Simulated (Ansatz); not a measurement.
Abridged output of a molecular run in Ansatz:

```
Functional definition: HF
781 factors; integrals over basis functions are off by at most 1.1e-3 eV
mean field evaluation 1: about -18702.6365 eV, gradient 3.0e1 eV
mean field evaluation 2: about -18702.6375 eV, gradient 3.0e1 eV
mean field evaluation 4: about -18704.9132 eV, gradient 2.7e0 eV
mean field evaluation 8: about -18704.9479 eV, gradient 8.7e-5 eV
mean field -18704.94791375 eV, -687.3941571612 hartree, gradient 9.9e-7 eV, S^2 0.000000; 0 other end points of the search recorded, 0 dependent functions left out
11 core orbitals not correlated: weight in the atoms' cores, before any rotation towards them, 1.000 or more for the frozen orbitals, at most 0.000 for the correlated occupied ones
reference -18704.94791375 eV, -687.3941571612 hartree; 10, 10 occupied and 59, 59 virtual orbitals, 781 factors
second order -10.77877201 eV of doubles, -0.00000000 eV of singles
cycle   1  -11.73312012 eV  change   -9.5e-1 eV  update   7.9e-2
cycle   2  -12.11961896 eV  change   -3.9e-1 eV  update   2.5e-2
cycle   3  -12.16062382 eV  change   -4.1e-2 eV  update   8.4e-3
cycle   4  -12.15858834 eV  change    2.0e-3 eV  update   2.5e-3
cycle   5  -12.15811801 eV  change    4.7e-4 eV  update   8.9e-4
cycle   6  -12.15792260 eV  change    2.0e-4 eV  update   2.9e-4
cycle   7  -12.15785572 eV  change    6.7e-5 eV  update   9.3e-5
cycle   8  -12.15786609 eV  change   -1.0e-5 eV  update   3.3e-5
cycle   9  -12.15786596 eV  change    1.3e-7 eV  update   9.7e-6
perturbative correction -0.31698505 eV, -0.0116489857 hartree
Total energy: -18717.42276476 eV, -687.8525994801 hartree
```

Its atoms:

Z-matrix (Å, degrees):
```
Si
P 1 2.257
N 1 1.718 2 108.0
H 1 1.494 2 110.1 3 -126.2
H 1 1.487 2 109.1 3 115.8
H 2 1.423 1 92.6 3 68.3
H 2 1.422 1 93.3 3 161.0
H 3 1.007 1 119.9 2 149.4
H 3 1.007 1 121.1 2 -63.7
```

(1) Which basis set was used?
A. def2-QZVPP
B. def2-TZVPPD
C. def2-TZVPP
D. def2-SVP

(2) Write the keys of the input that set method, charge and spin (a neutral closed shell needs none for the last two).

Answers

(1) D. It gives 80 functions.

(2) 
```yaml
correlation: {method: ccsd_t}
```
